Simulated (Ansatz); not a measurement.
A made-up structure of C$_{2}$H$_{4}$Cl, doublet:

```tsv
atom	x (Å)	y (Å)	z (Å)
C1	-0.6784	0.3418	-0.4885
C2	0.5229	-0.0020	0.2649
Cl3	0.3917	-1.7058	0.9261
H4	-0.7753	0.0455	-1.5247
H5	-1.5577	0.7079	0.0250
H6	0.6729	0.6238	1.1422
H7	-1.0040	0.4110	0.5178
```

It is relaxed with PBE-D4/def2-SVP and then PBE0-D4/def2-TZVP (Ansatz 0.2.0). Atoms count as bonded within 1.22 times the sum of their covalent radii (H–H: 0.88 Å). The end point is not checked to be a true minimum.

(1) Does its bonding change? (Judge from chemistry; the calculation decides.)

Results:

(1) The calculation gives: Yes. Formed: none; broken: H5–H7.

Where it ends: The first stage lowers the energy by 5.75 eV in 12 steps. It ends as C₂H₄Cl ([CH3][CH][Cl]):
```xyz
7
angstrom
C -0.8824 0.2788 -0.2244
C 0.3641 -0.0038 0.5105
Cl 0.9052 -1.6125 0.6500
H -0.8733 -0.1816 -1.2169
H -1.0105 1.3566 -0.3433
H 0.8362 0.6936 1.1873
H -1.7673 -0.1090 0.2995
```

Labels in which every atom is bracketed show which atoms are joined, not bond orders.

For scale, one of the runs: PBE0-D4/def2-TZVP relaxation, 123 basis functions, launched by `ansatz run in.yaml --threads 2 --pin off --events-out ev --progress --plain --max-ram 4352MiB`. Hardware: 2 CPU threads of an Arm Neoverse V2, shared host. Wall time about 18 s.
